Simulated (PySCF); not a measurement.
# Working with the constants of NaS

UHF-CCSD(T) constants of NaS, ²Π (doublet), unpaired electrons π ↑ (basis Na jorge-DZP-DKH, S jorge-DZP-DKH; spin-free X2C with a Gaussian nucleus; PySCF 2.14; masses 22.9898 and 31.9721 u):

* ωe: 330.4 cm⁻¹
* ωexe: 1.54 cm⁻¹
* Be: 0.19932 cm⁻¹
* αe: 0.00141 cm⁻¹
* De to Na + S: 2.14 eV

Question: What force constant and bond length do these constants imply?

Answer: Reduced mass μred = 13.373 u; k = 5.8918×10⁻⁷·μred·ωe² (u, cm⁻¹, mdyn/Å) = 0.860 mdyn/Å; Re = √(16.8576/(μred·Be)) (u, cm⁻¹, Å) = 2.515 Å.

Question: Estimate the centrifugal constant D from the Kratzer relation and find the Dunham coefficient a1.

Answer: D = 4Be³/ωe² = 2.9e-07 cm⁻¹; a1 = −1 − αeωe/(6Be²) = -2.95.

Correlated steps freeze 6 core orbitals. Correlated levels converge slowly with the basis: in double zeta they bind strong bonds too weakly, by up to about 1 eV, and carry superposition errors of some tenths. The state was picked by a PBE0 search and need not be the measured ground state.
